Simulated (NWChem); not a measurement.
System: phosphine (PH$_{3}$); SMILES P

Here is an NWChem input.

```
start job
memory heap 200 mb stack 900 mb global 1100 mb
geometry units angstroms
  P      0.000000     0.000000     0.133607
  H      0.402764    -1.119327    -0.642141
  H     -1.170747     0.210859    -0.642141
  H      0.767983     0.908467    -0.642141
end
basis spherical
  * library 3-21g
end
dft
  xc b3lyp
  iterations 150
end
driver
  maxiter 120
end
task dft optimize
task dft freq
```

Output (shortened):

```
             Northwest Computational Chemistry Package (NWChem) 7.3.0
             --------------------------------------------------------

 C3V symmetry detected

                             Geometry "geometry" -> ""
                             -------------------------

 Output coordinates in angstroms (scale by  1.889725989 to convert to a.u.)

  No.       Tag          Charge          X              Y              Z
 ---- ---------------- ---------- -------------- -------------- --------------
    1 P                   15.0000     0.00000000    -0.00000000     0.12929133
    2 H                    1.0000     0.84116308     0.84116308    -0.64645667
    3 H                    1.0000     0.30788706    -1.14905014    -0.64645667
    4 H                    1.0000    -1.14905014     0.30788706    -0.64645667

 Effective nuclear repulsion energy (a.u.)      17.5381302066

      Symmetry information
      --------------------

 Group name             C3v
 Group number             17
 Group order               6
 No. of unique centers     2

                                Z-matrix (autoz)
                                --------

 Units are Angstrom for bonds and degrees for angles

      Type          Name      I     J     K     L     M      Value
      ----------- --------  ----- ----- ----- ----- ----- ----------
    1 Stretch                  1     2                       1.42017
    2 Stretch                  1     3                       1.42017
    3 Stretch                  1     4                       1.42017
    4 Bend                     2     1     3                93.00609
    5 Bend                     2     1     4                93.00609
    6 Bend                     3     1     4                93.00609
    7 Torsion                  2     1     3     4         -93.17263
    8 Torsion                  2     1     4     3          93.17263
    9 Torsion                  3     1     2     4          93.17263
   10 Torsion                  2     4     1     3         -93.17263
   11 Torsion                  3     2     1     4         -93.17263
   12 Torsion                  2     3     1     4          93.17263

                           NWChem Geometry Optimization
                           ----------------------------

 maximum gradient threshold         (gmax) =   0.000450
 rms gradient threshold             (grms) =   0.000300
 maximum cartesian step threshold   (xmax) =   0.001800
 rms cartesian step threshold       (xrms) =   0.001200
 fixed trust radius                (trust) =   0.300000
 source of zmatrix                         =   autoz

          -------------------
          Energy Minimization
          -------------------

 Using diagonal initial Hessian
 Scaling for Hessian diagonals: bonds = 1.00  angles = 0.25  torsions = 0.10

          --------
          Step   0

                                 NWChem DFT Module
                                 -----------------

 Summary of "ao basis" -> "ao basis" (spherical)
 ------------------------------------------------------------------------------
       Tag                 Description            Shells   Functions and Types
 ---------------- ------------------------------  ------  ---------------------
 P                           3-21g                   7       13   4s3p
 H                           3-21g                   2        2   2s

      Symmetry analysis of basis
      --------------------------

        a1          9
        a2          0
        e          10

  Rotation of axis

            General Information
            -------------------
          SCF calculation type: DFT
          Wavefunction type:  closed shell.
          No. of atoms     :     4
          No. of electrons :    18
           Alpha electrons :     9
            Beta electrons :     9
          Charge           :     0
          Spin multiplicity:     1
          Use of symmetry is: on ; symmetry adaption is: on
          Maximum number of iterations: 150
          AO basis - number of functions:    19
                     number of shells:    13
          Convergence on energy requested:  1.00D-06
          Convergence on density requested:  1.00D-05
          Convergence on gradient requested:  5.00D-04

              XC Information
              --------------
                         B3LYP Method XC Potential
                     Hartree-Fock (Exact) Exchange  0.200
                        Slater Exchange Functional  0.800 local
                    Becke 1988 Exchange Functional  0.720 non-local
              Lee-Yang-Parr Correlation Functional  0.810
                  VWN I RPA Correlation Functional  0.190 local

             Grid Information
             ----------------
          Grid used for XC integration:  medium
          Radial quadrature: Mura-Knowles
          Angular quadrature: Lebedev.
          Tag              B.-S. Rad. Rad. Pts. Rad. Cut. Ang. Pts.
          ---              ---------- --------- --------- ---------
          P                   1.00       88           6.0       590
          H                   0.35       45           7.0       434
          Grid pruning is: on
          Number of quadrature shells:   133
          Spatial weights used:  Erf1

      Superposition of Atomic Density Guess
      -------------------------------------

 Sum of atomic energies:        -340.42973375

      Non-variational initial energy
      ------------------------------

 Total energy =    -340.619075
 1-e energy   =    -505.644972
 2-e energy   =     147.487767
 HOMO         =      -0.308050
 LUMO         =       0.121371

      Symmetry analysis of molecular orbitals - initial
      -------------------------------------------------

  Numbering of irreducible representations:

     1 a1          2 a2          3 e

  Orbital symmetries:

     1 a1          2 a1          3 e           4 e           5 a1
     6 a1          7 e           8 e           9 a1         10 e
    11 e          12 a1         13 e          14 e          15 a1
    16 a1         17 a1         18 e          19 e

   convergence    iter        energy       DeltaE   RMS-Dens  Diis-err
 ---------------- ----- ----------------- --------- --------- ---------
 d= 0,ls=0.0,diis     1   -341.3774883152 -3.59D+02  1.94D-02  1.20D-01
 d= 0,ls=0.0,diis     2   -341.3926667621 -1.52D-02  4.39D-03  3.24D-03
 d= 0,ls=0.0,diis     3   -341.3933629565 -6.96D-04  1.25D-03  2.97D-04
 d= 0,ls=0.0,diis     4   -341.3934173000 -5.43D-05  3.53D-04  4.95D-05
 d= 0,ls=0.0,diis     5   -341.3934254615 -8.16D-06  1.36D-05  3.06D-08
 d= 0,ls=0.0,diis     6   -341.3934254688 -7.29D-09  1.09D-06  5.02D-11

         Total DFT energy =     -341.393425468793
      One electron energy =     -506.370262744524
           Coulomb energy =      171.729910276420
    Exchange-Corr. energy =      -24.291203207329
 Nuclear repulsion energy =       17.538130206639

 Numeric. integr. density =       18.000008517959

                  Occupations of the irreducible representations
                  ----------------------------------------------

                     irrep           alpha         beta
                     --------     --------     --------
                     a1                5.0          5.0
                     a2                0.0          0.0
                     e                 4.0          4.0

                       DFT Final Molecular Orbital Analysis
                       ------------------------------------

 Vector    7  Occ=2.000000D+00  E=-3.958840D-01  Symmetry=e
              MO Center=  3.5D-01, -3.7D-02, -3.3D-01, r^2= 1.8D+00
   Bfn.  Coefficient  Atom+Function         Bfn.  Coefficient  Atom+Function
  ----- ------------  ---------------      ----- ------------  ---------------
     8      0.356296  1 P  py                15      0.317717  2 H  s
    17     -0.290007  3 H  s                 14      0.234098  2 H  s
    16     -0.213681  3 H  s                  4     -0.181699  1 P  py
    12      0.178536  1 P  py                 7      0.126280  1 P  px
     3     -0.064398  1 P  px                11      0.063277  1 P  px

 Vector    8  Occ=2.000000D+00  E=-3.958840D-01  Symmetry=e
              MO Center= -3.5D-01,  3.7D-02, -3.3D-01, r^2= 1.8D+00
   Bfn.  Coefficient  Atom+Function         Bfn.  Coefficient  Atom+Function
  ----- ------------  ---------------      ----- ------------  ---------------
     7      0.356296  1 P  px                19     -0.350870  4 H  s
    18     -0.258526  4 H  s                 17      0.199432  3 H  s
     3     -0.181699  1 P  px                11      0.178536  1 P  px
    15      0.151438  2 H  s                 16      0.146944  3 H  s
     8     -0.126280  1 P  py                14      0.111581  2 H  s

[...]

      ----------------------
      Optimization converged
      ----------------------

  Step       Energy      Delta E   Gmax     Grms     Xrms     Xmax
  ---- ---------------- -------- -------- -------- -------- --------
@    2    -341.39414699 -9.3D-07  0.00002  0.00001  0.00087  0.00167
                                     ok       ok       ok       ok

                                Z-matrix (autoz)
                                --------

 Units are Angstrom for bonds and degrees for angles

      Type          Name      I     J     K     L     M      Value     Gradient
      ----------- --------  ----- ----- ----- ----- ----- ---------- ----------
    1 Stretch                  1     2                       1.44486   -0.00002
    2 Stretch                  1     3                       1.44486   -0.00002
    3 Stretch                  1     4                       1.44486   -0.00002
    4 Bend                     2     1     3                93.63068    0.00000
    5 Bend                     2     1     4                93.63068    0.00000
    6 Bend                     3     1     4                93.63068    0.00000
    7 Torsion                  2     1     3     4         -93.87650   -0.00000
    8 Torsion                  2     1     4     3          93.87650    0.00000
    9 Torsion                  3     1     2     4          93.87650    0.00000
   10 Torsion                  2     4     1     3         -93.87650   -0.00000
   11 Torsion                  3     2     1     4         -93.87650   -0.00000
   12 Torsion                  2     3     1     4          93.87650    0.00000

                         Geometry "geometry" -> "geometry"
                         ---------------------------------

 Output coordinates in angstroms (scale by  1.889725989 to convert to a.u.)

  No.       Tag          Charge          X              Y              Z
 ---- ---------------- ---------- -------------- -------------- --------------
    1 P                   15.0000     0.00000000     0.00000000     0.13216194
    2 H                    1.0000     0.86019505     0.86019505    -0.64741354
    3 H                    1.0000     0.31485324    -1.17504829    -0.64741354
    4 H                    1.0000    -1.17504829     0.31485324    -0.64741354

 Effective nuclear repulsion energy (a.u.)      17.2346522677

      Symmetry information
      --------------------

 Group name             C3v
 Group number             17
 Group order               6
 No. of unique centers     2

                Final and change from initial internal coordinates
                --------------------------------------------------

                                Z-matrix (autoz)
                                --------

 Units are Angstrom for bonds and degrees for angles

      Type          Name      I     J     K     L     M      Value       Change
      ----------- --------  ----- ----- ----- ----- ----- ---------- ----------
    1 Stretch                  1     2                       1.44486    0.02468
    2 Stretch                  1     3                       1.44486    0.02468
    3 Stretch                  1     4                       1.44486    0.02468
    4 Bend                     2     1     3                93.63068    0.62458
    5 Bend                     2     1     4                93.63068    0.62458
    6 Bend                     3     1     4                93.63068    0.62458
    7 Torsion                  2     1     3     4         -93.87650   -0.70387
    8 Torsion                  2     1     4     3          93.87650    0.70387
    9 Torsion                  3     1     2     4          93.87650    0.70387
   10 Torsion                  2     4     1     3         -93.87650   -0.70387
   11 Torsion                  3     2     1     4         -93.87650   -0.70387
   12 Torsion                  2     3     1     4          93.87650    0.70387

 ==============================================================================
                                internuclear distances
 ------------------------------------------------------------------------------
       center one      |      center two      | atomic units |  angstroms
 ------------------------------------------------------------------------------
    2 H                |   1 P                |     2.73038  |     1.44486
    3 H                |   1 P                |     2.73038  |     1.44486
    4 H                |   1 P                |     2.73038  |     1.44486
 ------------------------------------------------------------------------------
                         number of included internuclear distances:          3
 ==============================================================================

[...]

 Rotational Constants
 --------------------
 A=   4.310078 cm-1  (  6.201102 K)
 B=   4.310078 cm-1  (  6.201102 K)
 C=   3.767644 cm-1  (  5.420678 K)

 Temperature                      =   298.15K
 frequency scaling parameter      =   1.0000

 Zero-Point correction to Energy  =   14.545 kcal/mol  (  0.023179 au)
 Thermal correction to Energy     =   16.365 kcal/mol  (  0.026079 au)
 Thermal correction to Enthalpy   =   16.957 kcal/mol  (  0.027023 au)

 Total Entropy                    =   50.266 cal/mol-K
   - Translational                =   36.486 cal/mol-K (mol. weight =  33.9972)
   - Rotational                   =   13.607 cal/mol-K (symmetry #  =        3)
   - Vibrational                  =    0.173 cal/mol-K

 Cv (constant volume heat capacity) =    6.751 cal/mol-K
   - Translational                  =    2.979 cal/mol-K
   - Rotational                     =    2.979 cal/mol-K
   - Vibrational                    =    0.792 cal/mol-K

[normal modes left out]

 ----------------------------------------------------------------------------
 Normal Eigenvalue ||           Projected Infra Red Intensities
  Mode   [cm**-1]  || [atomic units] [(debye/angs)**2] [(KM/mol)] [arbitrary]
 ------ ---------- || -------------- ----------------- ---------- -----------
    1       -0.000 ||    0.018765           0.433        18.293       5.865
    2        0.000 ||    0.000419           0.010         0.409       0.131
    3        0.000 ||    0.000418           0.010         0.408       0.131
    4        0.000 ||    0.000313           0.007         0.305       0.098
    5        0.000 ||    0.001457           0.034         1.421       0.455
    6        0.000 ||    0.017650           0.407        17.206       5.517
    7     1029.832 ||    0.037974           0.876        37.019      11.869
    8     1181.972 ||    0.018931           0.437        18.455       5.917
    9     1182.036 ||    0.018927           0.437        18.451       5.916
   10     2252.673 ||    0.058964           1.360        57.481      18.430
   11     2266.300 ||    0.105048           2.424       102.406      32.834
   12     2266.356 ||    0.105054           2.424       102.412      32.836
 ----------------------------------------------------------------------------
```

Level: B3LYP/3-21G.
